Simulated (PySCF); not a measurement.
PO₄ (charge -3).
SMILES: `O=P([O-])([O-])[O-]`

Jobs on this species (5 atoms, 50 electrons) with PySCF (density fitting). Hardware of each: one thread of an Arm Neoverse V1, on a shared host. The host was shared with other jobs, so the times are rough. Peak memory is the resident size of the whole Python process, interpreter and libraries included.

```tsv
level and settings	work	basis functions	SCF cycles	wall time	peak memory
KT3/pcSseg-2	shieldings	187	?	?	?
wB97X-D/pcSseg-2	shieldings	187	12	25 s	0.75 GiB
wB97X-D/pcSseg-2, IEF-PCM chloroform	shieldings	187	13	23 s	0.77 GiB
B97-2/pcSseg-2	shieldings	187	14	21 s	0.72 GiB
PBE0/pcSseg-2	shieldings, charges and field gradients	187	13	19 s	0.72 GiB
WP04/pcSseg-2, IEF-PCM chloroform	shieldings	187	13	19 s	0.74 GiB
PBE0-D3(BJ)/def2-TZVP, grid level 2	geometry optimisation from a GFN2-xTB start shaken at random	161	47	74 s	0.59 GiB
```

Task: Fill in the missing figures.

Result: 
- KT3/pcSseg-2; shieldings: 20 s, 0.54 GiB, 16 SCF cycles

Task: What do all jobs in the table cost together?

Result: About 3.4 min; the longest takes about 37 % of that, and about 3.9 times as long as the shortest.
